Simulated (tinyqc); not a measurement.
UHF in the sto-3g basis, for LiH+, spin multiplicity 2, step by step (part 2 of 2). Computed by tinyqc, a small Python program that keeps every step (integrals from PySCF). Command: `OMP_NUM_THREADS=1 python tinyqc.py 23684 23685 out.jsonl` (the two numbers bound the seeds that draw the settings). One thread of a shared host (Intel(R) Xeon(R) Processor @ 2.60GHz), about 0.09 s of CPU time with the checks.

Geometry (angstrom):
```
atom         x         y         z
Li    0.000000  0.000000  0.000000
H     0.000000  0.000000  2.457000
```

## Iteration 3: DIIS over 3 matrices

error matrix X^T (FDS - SDF) X (alpha):
```
           1          2         3         4          5          6
1   0.000000   0.077354  0.000000  0.000000   0.006333  -0.003917
2  -0.077354   0.000000  0.000000  0.000000   0.000662  -0.000314
3   0.000000   0.000000  0.000000  0.000000   0.000000   0.000000
4   0.000000   0.000000  0.000000  0.000000   0.000000   0.000000
5  -0.006333  -0.000662  0.000000  0.000000   0.000000   0.000008
6   0.003917   0.000314  0.000000  0.000000  -0.000008   0.000000
```

B (overlaps of the stored error matrices), lower triangle:
```
               1              2              3
1  4.5474749e-02
2  7.7000278e-05  5.3162120e-02
3  5.1032119e-05  3.5140696e-02  2.3231004e-02
```

Minimise |sum c_i e_i|^2 with sum c_i = 1: solve [B -1; -1 0][c; lambda] = [0; -1] with B_ij = tr e_i^T e_j summed over both spins, and take F = sum c_i F_i.

DIIS coefficients: 0.000497  -1.947694  2.947196

extrapolated F(alpha) (hartree), lower triangle:
```
            1Li 1s     1Li 2s    1Li 2px    1Li 2py    1Li 2pz      2H 1s
1Li 1s   -2.562482
1Li 2s   -0.706710  -0.350240
1Li 2px   0.000000   0.000000  -0.153675
1Li 2py   0.000000   0.000000  -0.131149  -0.158256
1Li 2pz  -0.008279  -0.075144   0.000000   0.000000  -0.078745
2H 1s    -0.029511  -0.143473   0.000000   0.000000  -0.198238  -0.490242
```

extrapolated F(beta) (hartree), lower triangle:
```
            1Li 1s     1Li 2s   1Li 2px   1Li 2py    1Li 2pz      2H 1s
1Li 1s   -2.555798
1Li 2s   -0.690855  -0.284927
1Li 2px   0.000000   0.000000  0.008818
1Li 2py   0.000000   0.000000  0.016867  0.009407
1Li 2pz  -0.008179  -0.075112  0.000000  0.000000  -0.061712
2H 1s    -0.028707  -0.139582  0.000000  0.000000  -0.196328  -0.489420
```

## Iteration 3: diagonalisation and new density

X, lower triangle:
```
            1Li 1s     1Li 2s   1Li 2px   1Li 2py    1Li 2pz     2H 1s
1Li 1s    1.023300
1Li 2s   -0.128191   1.041615
1Li 2px   0.000000   0.000000  1.000000
1Li 2py   0.000000   0.000000  0.000000  1.000000
1Li 2pz  -0.004355   0.027178  0.000000  0.000000   1.039214
2H 1s     0.016373  -0.115857  0.000000  0.000000  -0.168019  1.057270
```

Diagonalise F' = X^T F X, C = X C', fill 2 alpha and 1 beta electrons from the bottom; D(s) = C_occ C_occ^T. Each column has its largest component positive (the first on a tie).

F' = X^T F X (alpha) (hartree), lower triangle:
```
           1          2          3          4          5          6
1  -2.504131
2  -0.381875  -0.209214
3   0.000000   0.000000  -0.153675
4   0.000000   0.000000  -0.131149  -0.158256
5  -0.006084  -0.048053   0.000000   0.000000  -0.032697
6   0.017597  -0.066715   0.000000   0.000000  -0.119410  -0.451255
```

orbital energies (alpha) (hartree): MO1 -2.566098, MO2 -0.500356, MO3 -0.287135, MO4 -0.135258, MO5 -0.024796, MO6 0.004416

coefficients C (alpha):
```
               MO1        MO2       MO3        MO4        MO5        MO6
1Li 1s    0.989528  -0.047525  0.000000  -0.283965   0.000000   0.042435
1Li 2s    0.040557   0.126176  0.000000   1.037009   0.000000  -0.150344
1Li 2px   0.000000   0.000000  0.700907   0.000000   0.713253   0.000000
1Li 2py   0.000000   0.000000  0.713253   0.000000  -0.700907   0.000000
1Li 2pz   0.006007   0.119988  0.000000   0.207667   0.000000   1.025375
2H 1s    -0.006291   0.924788  0.000000  -0.407182   0.000000  -0.372387
```

F' = X^T F X (beta) (hartree), lower triangle:
```
           1          2         3         4          5          6
1  -2.500207
2  -0.374285  -0.143379
3   0.000000   0.000000  0.008818
4   0.000000   0.000000  0.016867  0.009407
5  -0.005888  -0.046724  0.000000  0.000000  -0.014934
6   0.017098  -0.069968  0.000000  0.000000  -0.120389  -0.450641
```

orbital energies (beta) (hartree): MO1 -2.558300, MO2 -0.497575, MO3 -0.076500, MO4 -0.007756, MO5 0.023213, MO6 0.025982

coefficients C (beta):
```
               MO1        MO2        MO3        MO4        MO5       MO6
1Li 1s    0.991506  -0.039041  -0.274729   0.000000   0.061462  0.000000
1Li 2s    0.033317   0.099537   1.026534   0.000000  -0.225318  0.000000
1Li 2px   0.000000   0.000000   0.000000   0.713253   0.000000  0.700907
1Li 2py   0.000000   0.000000   0.000000  -0.700907   0.000000  0.713253
1Li 2pz   0.005475   0.110574   0.284890   0.000000   1.007737  0.000000
2H 1s    -0.005202   0.936568  -0.408640   0.000000  -0.339953  0.000000
```

D(alpha) after iteration 3, lower triangle:
```
            1Li 1s    1Li 2s   1Li 2px   1Li 2py   1Li 2pz     2H 1s
1Li 1s    0.981425
1Li 2s    0.034136  0.017565
1Li 2px   0.000000  0.000000  0.000000
1Li 2py   0.000000  0.000000  0.000000  0.000000
1Li 2pz   0.000241  0.015383  0.000000  0.000000  0.014433
2H 1s    -0.050176  0.116431  0.000000  0.000000  0.110926  0.855272
```

D(beta) after iteration 3, lower triangle:
```
            1Li 1s     1Li 2s   1Li 2px   1Li 2py    1Li 2pz     2H 1s
1Li 1s    0.983084
1Li 2s    0.033034   0.001110
1Li 2px   0.000000   0.000000  0.000000
1Li 2py   0.000000   0.000000  0.000000  0.000000
1Li 2pz   0.005429   0.000182  0.000000  0.000000   0.000030
2H 1s    -0.005158  -0.000173  0.000000  0.000000  -0.000028  0.000027
```

## Iteration 4: building the Fock matrix

core Hamiltonian H = T + V (hartree), lower triangle:
```
            1Li 1s     1Li 2s    1Li 2px    1Li 2py    1Li 2pz      2H 1s
1Li 1s   -4.621470
1Li 2s   -1.036515  -1.315367
1Li 2px   0.000000   0.000000  -1.070120
1Li 2py   0.000000   0.000000   0.000000  -1.070120
1Li 2pz  -0.006830  -0.075025   0.000000   0.000000  -1.124085
2H 1s    -0.040468  -0.295390   0.000000   0.000000  -0.423672  -1.112691
```

Two-electron integrals (ij|kl) in chemists' order, unique and non-zero (hartree):
```
(11|11) 1.680395   (21|11) 0.265420   (21|21) 0.049941   (22|11) 0.397727
(22|21) 0.092860   (22|22) 0.290562   (31|31) 0.008981   (32|31) 0.013788
(32|32) 0.064184   (33|11) 0.396640   (33|21) 0.092880   (33|22) 0.290497
(33|33) 0.312946   (41|41) 0.008981   (42|41) 0.013788   (42|42) 0.064184
(43|43) 0.016869   (44|11) 0.396640   (44|21) 0.092880   (44|22) 0.290497
(44|33) 0.279207   (44|44) 0.312946   (51|51) 0.008981   (52|51) 0.013788
(52|52) 0.064184   (53|53) 0.016869   (54|54) 0.016869   (55|11) 0.396640
(55|21) 0.092880   (55|22) 0.290497   (55|33) 0.279207   (55|44) 0.279207
(55|55) 0.312946   (61|11) 0.009306   (61|21) 0.001787   (61|22) 0.003474
(61|33) 0.003426   (61|44) 0.003426   (61|51) 0.000258   (61|52) 0.000511
(61|55) 0.003574   (61|61) 0.000073   (62|11) 0.055821   (62|21) 0.013353
(62|22) 0.049161   (62|33) 0.046209   (62|44) 0.046209   (62|51) 0.001965
(62|52) 0.015644   (62|55) 0.055017   (62|61) 0.000599   (62|62) 0.018736
(63|31) 0.000635   (63|32) 0.003824   (63|53) 0.001898   (63|63) 0.000816
(64|41) 0.000635   (64|42) 0.003824   (64|54) 0.001898   (64|64) 0.000816
(65|11) 0.080120   (65|21) 0.019240   (65|22) 0.072184   (65|33) 0.067306
(65|44) 0.067306   (65|51) 0.003018   (65|52) 0.024285   (65|55) 0.081868
(65|61) 0.000876   (65|62) 0.029087   (65|65) 0.045315   (66|11) 0.215363
(66|21) 0.051924   (66|22) 0.208504   (66|33) 0.192362   (66|44) 0.192362
(66|51) 0.006815   (66|52) 0.071494   (66|55) 0.240562   (66|61) 0.002313
(66|62) 0.107646   (66|65) 0.170363   (66|66) 0.774606
```

nuclear repulsion = 0.64612602 hartree

J_ij = sum D_kl (ij|kl) with D = D(alpha) + D(beta), K_ij = sum D_kl (ik|jl) for each spin; F = H + J - K(s); E = tr D H + tr D J / 2 - 0.5 sum_s tr D(s) K(s) + E_nn.

Coulomb J (hartree), lower triangle:
```
           1Li 1s    1Li 2s   1Li 2px   1Li 2py   1Li 2pz     2H 1s
1Li 1s   3.563892
1Li 2s   0.582793  1.008830
1Li 2px  0.000000  0.000000  0.990963
1Li 2py  0.000000  0.000000  0.000000  0.990963
1Li 2pz  0.007458  0.072270  0.000000  0.000000  1.037938
2H 1s    0.020962  0.216488  0.000000  0.000000  0.325732  1.164814
```

exchange K(alpha) (hartree), lower triangle:
```
           1Li 1s    1Li 2s   1Li 2px   1Li 2py   1Li 2pz     2H 1s
1Li 1s   1.667911
1Li 2s   0.277457  0.090986
1Li 2px  0.000000  0.000000  0.013073
1Li 2py  0.000000  0.000000  0.000000  0.013073
1Li 2pz  0.001486  0.048318  0.000000  0.000000  0.077672
2H 1s    0.009861  0.131945  0.000000  0.000000  0.191759  0.727120
```

exchange K(beta) (hartree), lower triangle:
```
           1Li 1s    1Li 2s   1Li 2px   1Li 2py   1Li 2pz     2H 1s
1Li 1s   1.669465
1Li 2s   0.275522  0.055401
1Li 2px  0.000000  0.000000  0.009804
1Li 2py  0.000000  0.000000  0.000000  0.009804
1Li 2pz  0.001803  0.000518  0.000000  0.000000  0.009778
2H 1s    0.010387  0.002181  0.000000  0.000000  0.000345  0.000104
```

F(alpha) (hartree), lower triangle:
```
            1Li 1s     1Li 2s    1Li 2px    1Li 2py    1Li 2pz      2H 1s
1Li 1s   -2.725489
1Li 2s   -0.731180  -0.397523
1Li 2px   0.000000   0.000000  -0.092229
1Li 2py   0.000000   0.000000   0.000000  -0.092229
1Li 2pz  -0.000858  -0.051073   0.000000   0.000000  -0.163819
2H 1s    -0.029367  -0.210846   0.000000   0.000000  -0.289698  -0.674997
```

F(beta) (hartree), lower triangle:
```
            1Li 1s     1Li 2s    1Li 2px    1Li 2py    1Li 2pz     2H 1s
1Li 1s   -2.727043
1Li 2s   -0.729245  -0.361938
1Li 2px   0.000000   0.000000  -0.088960
1Li 2py   0.000000   0.000000   0.000000  -0.088960
1Li 2pz  -0.001176  -0.003272   0.000000   0.000000  -0.095926
2H 1s    -0.029893  -0.081083   0.000000   0.000000  -0.098285  0.052019
```

total energy of this density = -7.61580037 hartree

## Iteration 4: DIIS over 4 matrices

error matrix X^T (FDS - SDF) X (alpha):
```
           1          2         3         4          5          6
1   0.000000  -0.019918  0.000000  0.000000  -0.009024   0.008311
2   0.019918   0.000000  0.000000  0.000000   0.000010  -0.006398
3   0.000000   0.000000  0.000000  0.000000   0.000000   0.000000
4   0.000000   0.000000  0.000000  0.000000   0.000000   0.000000
5   0.009024  -0.000010  0.000000  0.000000   0.000000  -0.014957
6  -0.008311   0.006398  0.000000  0.000000   0.014957   0.000000
```

B (overlaps of the stored error matrices), lower triangle:
```
                1               2               3              4
1   4.5474749e-02
2   7.7000278e-05   5.3162120e-02
3   5.1032119e-05   3.5140696e-02   2.3231004e-02
4  -3.0932933e-03  -6.5355103e-03  -4.3346706e-03  1.8989912e-03
```

As before.

DIIS coefficients: 0.005073  -1.779391  2.705275  0.069043

extrapolated F(alpha) (hartree), lower triangle:
```
            1Li 1s     1Li 2s    1Li 2px    1Li 2py    1Li 2pz      2H 1s
1Li 1s   -2.578502
1Li 2s   -0.708734  -0.354668
1Li 2px   0.000000   0.000000  -0.150905
1Li 2py   0.000000   0.000000  -0.122094  -0.155169
1Li 2pz  -0.007710  -0.073123   0.000000   0.000000  -0.086203
2H 1s    -0.029484  -0.147931   0.000000   0.000000  -0.204020  -0.501805
```

extrapolated F(beta) (hartree), lower triangle:
```
            1Li 1s     1Li 2s   1Li 2px   1Li 2py    1Li 2pz      2H 1s
1Li 1s   -2.572363
1Li 2s   -0.693857  -0.291418
1Li 2px   0.000000   0.000000  0.000593
1Li 2py   0.000000   0.000000  0.015702  0.001142
1Li 2pz  -0.007639  -0.069793  0.000000  0.000000  -0.065660
2H 1s    -0.028773  -0.135350  0.000000  0.000000  -0.189026  -0.450845
```

## Iteration 4: diagonalisation and new density

As before.

F' = X^T F X (alpha) (hartree), lower triangle:
```
           1          2          3          4          5          6
1  -2.520433
2  -0.381501  -0.212678
3   0.000000   0.000000  -0.150905
4   0.000000   0.000000  -0.122094  -0.155169
5  -0.005858  -0.044976   0.000000   0.000000  -0.038912
6   0.017932  -0.070361   0.000000   0.000000  -0.123014  -0.461224
```

orbital energies (alpha) (hartree): MO1 -2.581947, MO2 -0.512711, MO3 -0.275150, MO4 -0.136897, MO5 -0.030924, MO6 -0.001692

coefficients C (alpha):
```
               MO1        MO2       MO3        MO4        MO5        MO6
1Li 1s    0.989821  -0.048011  0.000000  -0.283866   0.000000   0.035097
1Li 2s    0.039496   0.128776  0.000000   1.040344   0.000000  -0.122874
1Li 2px   0.000000   0.000000  0.700907   0.000000   0.713253   0.000000
1Li 2py   0.000000   0.000000  0.713253   0.000000  -0.700907   0.000000
1Li 2pz   0.005635   0.122630  0.000000   0.179901   0.000000   1.030301
2H 1s    -0.006033   0.922896  0.000000  -0.399633   0.000000  -0.385048
```

F' = X^T F X (beta) (hartree), lower triangle:
```
           1          2         3         4          5          6
1  -2.516882
2  -0.374445  -0.150149
3   0.000000   0.000000  0.000593
4   0.000000   0.000000  0.015702  0.001142
5  -0.005866  -0.042231  0.000000  0.000000  -0.020406
6   0.017068  -0.069811  0.000000  0.000000  -0.118755  -0.411141
```

orbital energies (beta) (hartree): MO1 -2.574784, MO2 -0.461746, MO3 -0.079165, MO4 -0.014837, MO5 0.016572, MO6 0.017116

coefficients C (beta):
```
               MO1        MO2        MO3        MO4       MO5        MO6
1Li 1s    0.991667  -0.044615  -0.276479   0.000000  0.000000   0.045032
1Li 2s    0.032722   0.121079   1.036052   0.000000  0.000000  -0.162551
1Li 2px   0.000000   0.000000   0.000000   0.713253  0.700907   0.000000
1Li 2py   0.000000   0.000000   0.000000  -0.700907  0.713253   0.000000
1Li 2pz   0.005138   0.131014   0.218741   0.000000  0.000000   1.021721
2H 1s    -0.005052   0.921805  -0.408127   0.000000  0.000000  -0.378712
```

D(alpha) after iteration 4, lower triangle:
```
            1Li 1s    1Li 2s   1Li 2px   1Li 2py   1Li 2pz     2H 1s
1Li 1s    0.982051
1Li 2s    0.032912  0.018143
1Li 2px   0.000000  0.000000  0.000000
1Li 2py   0.000000  0.000000  0.000000  0.000000
1Li 2pz  -0.000310  0.016014  0.000000  0.000000  0.015070
2H 1s    -0.050280  0.118608  0.000000  0.000000  0.113141  0.851773
```

D(beta) after iteration 4, lower triangle:
```
            1Li 1s     1Li 2s   1Li 2px   1Li 2py    1Li 2pz     2H 1s
1Li 1s    0.983403
1Li 2s    0.032449   0.001071
1Li 2px   0.000000   0.000000  0.000000
1Li 2py   0.000000   0.000000  0.000000  0.000000
1Li 2pz   0.005095   0.000168  0.000000  0.000000   0.000026
2H 1s    -0.005010  -0.000165  0.000000  0.000000  -0.000026  0.000026
```

## Iteration 10 (converged): orbitals

converged F(alpha) (hartree), lower triangle:
```
            1Li 1s     1Li 2s    1Li 2px    1Li 2py    1Li 2pz      2H 1s
1Li 1s   -2.720558
1Li 2s   -0.727127  -0.398046
1Li 2px   0.000000   0.000000  -0.090300
1Li 2py   0.000000   0.000000   0.000000  -0.090300
1Li 2pz   0.000646  -0.056639   0.000000   0.000000  -0.169438
2H 1s    -0.029607  -0.215942   0.000000   0.000000  -0.296603  -0.671060
```

converged F(beta) (hartree), lower triangle:
```
            1Li 1s     1Li 2s    1Li 2px    1Li 2py    1Li 2pz     2H 1s
1Li 1s   -2.719114
1Li 2s   -0.726970  -0.359160
1Li 2px   0.000000   0.000000  -0.086391
1Li 2py   0.000000   0.000000   0.000000  -0.086391
1Li 2pz   0.000560  -0.003042   0.000000   0.000000  -0.093893
2H 1s    -0.029626  -0.082119   0.000000   0.000000  -0.100173  0.037314
```

As before.

F' = X^T F X (alpha) (hartree), lower triangle:
```
           1          2          3          4          5          6
1  -2.664881
2  -0.378789  -0.241628
3   0.000000   0.000000  -0.090300
4   0.000000   0.000000   0.000000  -0.090300
5  -0.001183  -0.011356   0.000000   0.000000  -0.099803
6   0.022957  -0.127312   0.000000   0.000000  -0.187811  -0.603175
```

orbital energies (alpha) (hartree): MO1 -2.722720, MO2 -0.696667, MO3 -0.159785, MO4 -0.090300, MO5 -0.090300, MO6 -0.030316

coefficients C (alpha):
```
               MO1        MO2        MO3        MO4       MO5        MO6
1Li 1s    0.992221  -0.052340  -0.266302   0.000000  0.000000  -0.075521
1Li 2s    0.030609   0.152222   0.999050   0.000000  0.000000   0.305528
1Li 2px   0.000000   0.000000   0.000000   0.828639  0.559783   0.000000
1Li 2py   0.000000   0.000000   0.000000  -0.559783  0.828639   0.000000
1Li 2pz   0.001082   0.158241  -0.256102   0.000000  0.000000   1.009120
2H 1s    -0.003106   0.900128  -0.219221   0.000000  0.000000  -0.549038
```

F' = X^T F X (beta) (hartree), lower triangle:
```
           1          2          3          4          5         6
1  -2.663110
2  -0.381328  -0.220393
3   0.000000   0.000000  -0.086391
4   0.000000   0.000000   0.000000  -0.086391
5  -0.004417   0.015346   0.000000   0.000000  -0.064981
6   0.017197  -0.070027   0.000000   0.000000  -0.105841  0.090828
```

orbital energies (beta) (hartree): MO1 -2.721270, MO2 -0.182936, MO3 -0.113609, MO4 -0.086391, MO5 -0.086391, MO6 0.160159

coefficients C (beta):
```
               MO1        MO2        MO3       MO4        MO5        MO6
1Li 1s    0.992261  -0.259598   0.074831  0.000000   0.000000   0.079312
1Li 2s    0.030493   0.956650  -0.289161  0.000000   0.000000  -0.340343
1Li 2px   0.000000   0.000000   0.000000  0.035278   0.999378   0.000000
1Li 2py   0.000000   0.000000   0.000000  0.999378  -0.035278   0.000000
1Li 2pz   0.000880   0.126481   0.857540  0.000000   0.000000  -0.597980
2H 1s    -0.003783   0.186092   0.272806  0.000000   0.000000   1.025024
```

D(alpha) after iteration 10, lower triangle:
```
            1Li 1s    1Li 2s   1Li 2px   1Li 2py   1Li 2pz     2H 1s
1Li 1s    0.987242
1Li 2s    0.022403  0.024108
1Li 2px   0.000000  0.000000  0.000000
1Li 2py   0.000000  0.000000  0.000000  0.000000
1Li 2pz  -0.007209  0.024121  0.000000  0.000000  0.025041
2H 1s    -0.050195  0.136924  0.000000  0.000000  0.142433  0.810241
```

D(beta) after iteration 10, lower triangle:
```
            1Li 1s     1Li 2s   1Li 2px   1Li 2py    1Li 2pz     2H 1s
1Li 1s    0.984581
1Li 2s    0.030257   0.000930
1Li 2px   0.000000   0.000000  0.000000
1Li 2py   0.000000   0.000000  0.000000  0.000000
1Li 2pz   0.000874   0.000027  0.000000  0.000000   0.000001
2H 1s    -0.003754  -0.000115  0.000000  0.000000  -0.000003  0.000014
```

Within a degenerate level the vectors are fixed only up to a rotation; this is one choice.

## Convergence

Stop when the energy changes by less than 1e-09 hartree and every element of the error matrix X^T (F D S - S D F) X (for each spin) is below 9e-06.

Course of the cycle:
```
iteration  E (hartree)     change  largest element of the error matrix
1          -1.51611293          -                             1.08e-01
2          -7.19481977  -5.68e+00                             1.17e-01
3          -7.20199665  -7.18e-03                             7.74e-02
4          -7.61580037  -4.14e-01                             1.99e-02
5          -7.61596216  -1.62e-04                             1.78e-02
6          -7.61657557  -6.13e-04                             1.08e-02
7          -7.61680921  -2.34e-04                             9.72e-04
8          -7.61681089  -1.69e-06                             2.29e-05
9          -7.61681090  -1.40e-09                             4.18e-06
10         -7.61681090  -6.50e-11                             9.37e-08
```

PySCF UHF in the same basis, after a stability check = -7.61681090 hartree

Converged in 10 iterations.

## Populations, bond orders and dipole

overlap S, lower triangle:
```
           1Li 1s    1Li 2s   1Li 2px   1Li 2py   1Li 2pz     2H 1s
1Li 1s   1.000000
1Li 2s   0.241137  1.000000
1Li 2px  0.000000  0.000000  1.000000
1Li 2py  0.000000  0.000000  0.000000  1.000000
1Li 2pz  0.000000  0.000000  0.000000  0.000000  1.000000
2H 1s    0.009137  0.205100  0.000000  0.000000  0.306507  1.000000
```

Mulliken: Z minus the diagonal of D S on the atom; Loewdin: the same with S^(1/2) D S^(1/2); Mayer order: 2 sum_s sum (D(s) S)_ij (D(s) S)_ji over the two atoms.

Charges (e):
```
atom  Mulliken   Loewdin  Mulliken spin
1Li   0.881478  0.855326       0.118433
2H    0.118522  0.144674       0.881567
```

Mayer bond orders:
```
pair     order
2-1   0.208792
```

dipole moment about the origin, x y z (debye): 0.000000  0.000000  0.643978

<S^2> of the determinant (pure state: 0.75) = 0.750000
